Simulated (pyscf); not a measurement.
H₃C–Al(CH₃)–NH₂ + hydrogen (H₂) -> methane (CH₄) + H₃C–AlH–NH₂, a four-centre exchange (singlet surface; Al–C, H–H broken, C–H, Al–H formed). PySCF, gas phase, ωB97X-D3(BJ)/def2-SVP geometries. Energies in kcal/mol from the separated reactants.

Small-basis levels: PySCF, no dispersion term, spherical d functions. 

**Question.** In single points MP2/6-31G* puts the saddle at 42.8 kcal/mol and the reaction energy at -7.1 kcal/mol. Should these be trusted to within a few kcal/mol? Compare with ωB97M-D3(BJ)/def2-TZVP.

**Answer.** ωB97M-D3(BJ)/def2-TZVP gives ΔE‡ = 32.4 kcal/mol and ΔE = -6.5 kcal/mol. MP2/6-31G* lies 10.4 kcal/mol over it in the barrier and 0.5 kcal/mol under it in the reaction energy, so on this step it does not hold to within 3.0 kcal/mol. ωB97M-D3(BJ)/def2-TZVP has limits of its own. At the saddle there is also a short Al–H contact that neither side keeps. The same reactants have a lower exit, to H₃C–AlH–CH₃ + NH₃ (barrier +20.4 kcal/mol at ωB97M-D3(BJ)/def2-TZVP, against +32.4 kcal/mol here). This is the saddle that the search found; another between the same sides may lie lower.
